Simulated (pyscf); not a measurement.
Structures and frequencies: ωB97X-D3(BJ)/def2-SVP in PySCF. Correlated levels are frozen-core, on RHF or UHF. ΔMP2 is the change of the MP2 total energy from the triple- to the quadruple-zeta basis.

Q: PBE/def2-TZVP puts the barrier of F–Ga (SMILES [F][Ga]) [singlet] + NH₃ (SMILES N) → H₂N–GaH–F (SMILES [NH2][GaH][F]) (insertion; singlet surface; H–N broken, Ga–N, Ga–H formed) at 47.0 kcal/mol and the reaction energy at -2.4 kcal/mol, from the separated reactants. What do M06-2X/def2-TZVP, ωB97M-D3(BJ)/def2-TZVP, CCSD(T)/def2-TZVPP + ΔMP2(QZVPP) give on the same structures?

A: M06-2X: ΔE‡ = 52.8 kcal/mol, ΔE = -9.3 kcal/mol; ωB97M-D3(BJ): ΔE‡ = 57.8 kcal/mol, ΔE = -3.4 kcal/mol; CCSD(T): ΔE‡ = 53.4 kcal/mol, ΔE = -7.1 kcal/mol. PBE's barrier lies under all of them, by 5.8 to 10.8 kcal/mol. Its reaction energy lies over all of them, by 1.0 to 6.8 kcal/mol. Low barriers are usual for a GGA, whose delocalisation error favours stretched bonds. On the reactant side the descent ends in a bound adduct (not fully relaxed), 11.6 kcal/mol under the separated species and 67.0 kcal/mol under the saddle at ωB97X-D3(BJ)/def2-TZVP. One saddle was located; it need not be the lowest between these sides. The CCSD(T) − MP2 part came from Ansatz, without density fitting, on the same reference. The frozen core leaves the outer d or s,p core shells of the metals and heavy elements correlated in the MP2 and CC values, and def2-TZVPP describes them poorly, which can shift differences by a few kcal/mol. Elements up to Kr have no core potential and no relativistic terms here.
